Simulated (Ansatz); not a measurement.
Mulliken charges of CH3FS2 (`FCSS`) from ωB97M-V/def2-TZVPP in Ansatz (PBE0-D4/def2-TZVP geometry).

| atom | x (Å) | y (Å) | z (Å) | charge (e) |
| --- | --- | --- | --- | --- |
| F1 | -1.278 | -0.170 | 0.991 | -0.212 |
| C2 | -0.593 | 0.711 | 0.192 | -0.019 |
| S3 | 0.118 | -0.073 | -1.251 | -0.016 |
| S4 | 1.757 | -1.016 | -0.484 | -0.135 |
| H5 | -1.295 | 1.460 | -0.189 | 0.120 |
| H6 | 0.193 | 1.178 | 0.787 | 0.130 |
| H7 | 1.161 | -2.158 | -0.090 | 0.132 |

Question: By hand: the dipole of these point charges (1 e Å = 4.8032 D).

Answer: Σ q r = (0.066, 0.204, -0.061) e Å, of length 0.223 e Å = 1.07 D.

Question: How does the dipole of the full density compare? (An estimate is asked.)

Answer: Computed: (0.022, 0.154, 0.037) e Å, 0.77 D; the point charges give 1.39 times that, at 31° from its direction.

Point charges leave out the atoms' own dipoles, such as those of lone pairs, and Mulliken's split depends on the basis, so the two needn't agree.
